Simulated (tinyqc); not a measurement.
Ways to converge the cycle: SCF convergence aids in the sto-6g basis, for H2O+, spin multiplicity 2. Computed by the program tinyqc with PySCF. 

Geometry (angstrom):
```
atom,x,y,z
O,0.0000,0.0000,0.0000
H,0.0000,0.9880,0.8090
H,0.0000,-0.9880,0.8090
```

lowest solution found by these runs and by PySCF with stability checks = -75.308370 hartree

UHF with one setting changed at a time; a run stops when the energy changes by less than 1e-09 hartree and the error matrix is below 1e-5. The start is the core Hamiltonian. Damping d keeps d of the old density; a shift (hartree) raises the virtual levels; DIIS n extrapolates F over n matrices.

Largest element of the error matrix X^T (FDS - SDF) X:
```
iteration,plain,damping 0.3,damping 0.6,shift 0.4,DIIS 3,DIIS 8
1,1.9e-01,1.9e-01,1.9e-01,1.9e-01,1.9e-01,1.9e-01
2,7.2e-02,6.8e-02,1.3e-01,1.4e-01,7.2e-02,7.2e-02
3,2.4e-02,3.3e-02,8.6e-02,3.6e-02,1.7e-02,1.7e-02
4,9.7e-03,1.6e-02,5.5e-02,1.1e-02,7.6e-03,7.6e-03
5,6.4e-03,8.4e-03,3.6e-02,6.2e-03,5.3e-03,5.3e-03
6,4.4e-03,6.3e-03,2.5e-02,5.3e-03,3.8e-03,3.2e-03
8,3.2e-03,4.6e-03,1.2e-02,4.5e-03,6.5e-04,2.1e-04
10,2.4e-03,3.6e-03,7.5e-03,3.7e-03,7.1e-05,5.8e-05
14,1.4e-03,2.4e-03,4.5e-03,2.6e-03,-,-
20,5.9e-04,1.4e-03,2.9e-03,1.5e-03,-,-
30,1.3e-04,5.1e-04,1.7e-03,5.6e-04,-,-
45,1.4e-05,1.1e-04,7.6e-04,1.2e-04,-,-
60,-,2.4e-05,3.3e-04,2.7e-05,-,-
```

How each run ends:
```
run,iterations,E (hartree),state
plain,50,-75.308370,lowest found
damping 0.3,>60,-75.308370,"falls steadily but slowly, by a factor of about 0.90 a step"
damping 0.6,>60,-75.308364,"falls steadily but slowly, by a factor of about 0.95 a step"
shift 0.4,>60,-75.308370,"falls steadily but slowly, by a factor of about 0.90 a step"
DIIS 3,13,-75.308370,lowest found
DIIS 8,12,-75.308370,lowest found
```

3 of 6 runs reach the lowest solution found, in 12 to 50 iterations (fastest: DIIS 8). Not converged: damping 0.3, damping 0.6, shift 0.4. Plain steps already contract here, so damping only slows them. DIIS 3 and DIIS 8 gain by cancelling the error over several earlier matrices, much as a quasi-Newton step does.
